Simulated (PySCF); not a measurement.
Geometries of 2 isomers of [C2H2FS]- (charge -1), from PBE0-D3(BJ)/def2-SVP geometry optimisation, gas phase in PySCF. One conformer each, no zero-point energy, no frequencies.

Problem. Which is lower in electronic energy at this level?
A.
```xyz
6
angstrom
C     -0.692   -0.198   -0.095
C      0.618    0.166   -0.070
F      0.806    1.524   -0.250
S      2.032   -0.748    0.143
H     -1.472    0.555   -0.246
H     -0.969   -1.244    0.037
```
B.
```xyz
6
angstrom
F     -1.664    0.626   -0.002
C     -0.538   -0.166   -0.006
C      0.703    0.360   -0.011
S      2.216   -0.469   -0.016
H     -0.778   -1.234   -0.005
H      0.697    1.468   -0.011
```

Solution. A. That is `C=C(F)[S-]`, 9.5 kcal/mol below the other.

```tsv
SMILES	atoms numbered as above	E (Eh)	relative (kcal/mol)	relative (kJ/mol)	dipole about centre of mass (D)
C=C(F)[S-]	[CH2:1]=[C:2]([F:3])[S-:4]	-574.87701	0.0	0.0	1.80
F/C=C/[S-]	[F:1]/[CH:2]=[CH:3]/[S-:4]	-574.86184	9.5	39.8	3.46
```
